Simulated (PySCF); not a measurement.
Four-centre ligand exchange

Start structure (CH10Si2, closed shell), relaxed at PBE0-D4/def2-TZVP:

Si1  (0.432, 1.172, 1.642)
Si2  (1.531, -0.648, 0.668)
H3  (-0.834, 1.471, 0.921)
H4  (0.111, 0.874, 3.064)
H5  (1.302, 2.378, 1.596)
H6  (-0.965, -1.291, -1.638)
C7  (-1.570, -0.406, -1.834)
H8  (2.787, -0.937, 1.410)
H9  (0.668, -1.859, 0.707)
H10  (1.874, -0.352, -0.749)
H11  (-2.155, -0.560, -2.740)
H12  (-0.919, 0.458, -1.966)
H13  (-2.241, -0.229, -0.994)
(Å)

The step: Si₂H₆ ([SiH3][SiH3]) + CH₄ → CH₆Si ([CH3][SiH3]) + SiH₄; bonds formed: Si1–C7, Si2–H6; bonds broken: Si1–Si2, H6–C7. Program: PySCF 2.14 with density fitting (its default auxiliary sets; JK sets also for MP2 and CCSD(T)). Basis: def2-TZVPP and def2-QZVPP. Cores are frozen in the correlated methods. Extrapolation: Hartree–Fock as exp(−7.88 √X), correlation as X^−2.97. Energies below are by CCSD(T) at an estimated basis limit (MP2 extrapolated from triple and quadruple zeta, plus CCSD(T) − MP2 in triple zeta).

What are the electronic barrier and the energy of the step, from the start structure to the end structure? (To be estimated.)

Computed: Barrier 350.0 kJ/mol; step energy 8.8 kJ/mol (uphill); reverse barrier, their difference, 341.2 kJ/mol. Barrier and step energy count from the start structure, the reverse barrier from the end structure.

The saddle point: One imaginary mode of 1387i cm⁻¹.
| pair | start (Å) | saddle (Å) | end (Å) |
| --- | --- | --- | --- |
| Si1–C7 | 4.31 | 2.18 | 1.87 |
| Si2–H6 | 3.46 | 2.05 | 1.49 |
| Si1–Si2 | 2.34 | 2.69 | 4.03 |
| H6–C7 | 1.09 | 1.34 | 3.49 |

Zero-point energy (harmonic, PBE0-D4): ZPE is 247.1 kJ/mol at the start and 238.4 kJ/mol at the saddle, so the barrier goes from 350.0 to 341.2 kJ/mol.

The T1 diagnostic stays at or below 0.012.

Labels in which every atom is bracketed show which atoms are joined, not bond orders.

For scale, one of the runs: CCSD(T)/def2-TZVPP, 255 basis functions, launched by `OMP_NUM_THREADS=4 python run.py`. The run took 15 min on 4 CPU threads of an Arm Neoverse V2 (shared host), with 4.6 GiB of host memory at its peak.
